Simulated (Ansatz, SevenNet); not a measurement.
For rock-salt KF, the machine-learned potential SevenNet-l3i5 (trained on PBE and PBE+U data) gives:

* **equilibrium lattice constant a**: 5.416 Å
* **bulk modulus**: 29.9 GPa

**Question.** What does PBE0 (Ansatz, a first-principles code, plane waves, PAW) give for the same quantities?

**Answer.** 
- lattice constant a: 5.367 Å (shrinks by 0.9 %)
- bulk modulus: 31.5 GPa (rises by 5.4 %)

For comparison: lattice constant a 5.311 Å (measured, low temperature, zero-point motion not removed; as tabulated in Doll and Stoll (1997), arXiv:cond-mat/9707218); bulk modulus 34.2 GPa (measured, 4 K, zero-point motion not removed; as tabulated in Doll and Stoll (1997), arXiv:cond-mat/9707218).

Changes are worked out from the printed values.

Unless a cell is named, each level is at its own relaxed cell (SevenNet-l3i5 19.86, PBE0 19.32 Å³/atom).

Ansatz's density-functional and Hartree–Fock values are scalar-relativistic unless marked +SOC, with PAW data made under PBE.
